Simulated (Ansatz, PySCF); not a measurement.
Molecule: formamide, CH3NO, charge 0, multiplicity 1. 
Structure (B3LYP-D3(BJ)/def2-TZVP (Ansatz, a quantum-chemistry and plane-wave program) minimum search):
```xyz
6

N     -1.0698     0.1943     0.1075
C      0.2724     0.3136    -0.0479
O      1.0507    -0.6113    -0.0819
H     -1.4767    -0.7220     0.2042
H     -1.6667     1.0020     0.1281
H      0.5920     1.3678    -0.1427
```
Charge 0, spin multiplicity 1.

Total electronic energies in hartree. Valence correlation only, unless marked. Spin-orbit coupling is left out. Non-relativistic. Basis-set limits of correlation are two-point, X^-3; Hartree-Fock from the larger set. The bracket is a focal-point correction in the basis named.

```
level                                                                 program  energy (Eh)
-------------------------------------------------------------  --------------  -----------
HF/6-31G*                                                              Ansatz   -168.92967
HF-D3(BJ)/def2-TZVPD                                            PySCF + dftd3   -169.03422
PBE-D4/def2-TZVPD                                              Ansatz + dftd4   -169.78137
BLYP-D3(BJ)/def2-TZVPD                                         Ansatz + dftd3          ___
BP86-D4/def2-TZVPD                                              PySCF + dftd4   -169.97765
BP86/def2-TZVPD                                                         PySCF   -169.97490
TPSS-D3(BJ)/def2-TZVPD                                          PySCF + dftd3          ___
PBE0-D4/def2-TZVPD                                             Ansatz + dftd4   -169.78051
r2SCAN0/def2-TZVPD                                                     Ansatz          ___
PW6B95-D4/def2-TZVPD                                            PySCF + dftd4   -170.16776
CAM-B3LYP-D3(BJ)/def2-TZVPD                                    Ansatz + dftd3   -169.90298
LC-wPBE-D3(BJ)/def2-TZVPD                                      Ansatz + dftd3   -169.86594
B2GP-PLYP-D3(BJ)/def2-TZVPD                                    Ansatz + dftd3   -169.81109
MP2/6-31G                                                              Ansatz   -169.17540
RI-MP2/aug-cc-pVTZ                                                     Ansatz   -169.62046
RI-MP2/cc-pVQZ                                                         Ansatz   -169.66235
CCSD/6-31G*                                                            Ansatz   -169.41054
CCSD/cc-pVDZ                                                           Ansatz   -169.44909
CCSD(T)/STO-3G                                                         Ansatz   -166.87729
CCSD(T)/aug-cc-pVDZ                                                    Ansatz   -169.50891
CCSD(T)/cc-pVDZ                                                        Ansatz   -169.46438
RI-MP2/CBS(cc-pVTZ,cc-pVQZ)+[CCSD(T)-MP2]/cc-pVDZ                      Ansatz    -169.7283
RI-MP2/CBS(aug-cc-pVTZ,aug-cc-pVQZ)+[CCSD(T)-MP2]/aug-cc-pVTZ          Ansatz    -169.7328
```

**Question.** Complete the blanks.

**Answer.** 
- BLYP-D3(BJ)/def2-TZVPD, energy (Eh): -169.93716
- TPSS-D3(BJ)/def2-TZVPD, energy (Eh): -169.99493
- r2SCAN0/def2-TZVPD, energy (Eh): -169.85124
